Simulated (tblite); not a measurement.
Species: butadiyne, C4H2.
Numbering: `[CH:1]#[C:2][C:3]#[CH:4]` (hydrogens: H5 on C1; H6 on C4)

Computed with GFN2-xTB (tblite): harmonic, unscaled wavenumbers at the GFN2-xTB geometry, gas phase. Errors from tens to a few hundred cm⁻¹ against measured bands are possible.

Harmonic wavenumbers (cm⁻¹): 193.1, 193.1, 373.5, 373.6, 601.4, 601.4, 679.3, 679.4, 932.7, 2178.4, 2289.9, 3402.8, 3406.3.

B = 4448 MHz (linear); mass 50.016 u (most abundant isotopes); point group D∞h, symmetry number 2.

Q: Zero-point energy?

A: ½Σν̃ = 7952 cm⁻¹ = 95.13 kJ/mol.

Q: Entropy at 350 K, 1 bar (ideal gas, RRHO, classical rotation)?

A: Translation 160.98, rotation 64.10, vibration 42.18: S = 267.3 J/(mol K).

Q: And Cp and H(350 K) − H(0)?

A: Cp = 80.75 J/(mol K), of which vibrations give 51.65 (their classical limit is 13 R = 108.1); H(350 K) − H(0) = 19.09 kJ/mol without the zero-point energy, 8.90 from vibrations.

Q: How do the functions run with temperature in this model?

A: 
| T (K) | S (J/(mol K)) | Cp (J/(mol K)) | H − H(0) (kJ/mol) | G − H(0) (kJ/mol) | ln q(vib) |
| --- | --- | --- | --- | --- | --- |
| 150 | 211.7 | 50.8 | 5.55 | -26.21 | 0.41 |
| 250 | 242.1 | 68.7 | 11.57 | -48.95 | 1.16 |
| 298.15 | 254.8 | 75.2 | 15.04 | -60.91 | 1.56 |
| 400 | 278.3 | 85.0 | 23.24 | -88.09 | 2.45 |
| 600 | 315.2 | 96.6 | 41.50 | -147.62 | 4.13 |
| 900 | 356.6 | 107.6 | 72.24 | -248.70 | 6.36 |

q(vib) and H(0) count from the zero-point level.

Q: What must be added to the electronic energy to get the Gibbs energy at 350 K and 1 bar?

A: ZPE + [H(350 K) − H(0)] − T·S = 95.13 + 19.09 − 93.54 = 20.68 kJ/mol.

Hindered rotation and anharmonicity are outside this model.
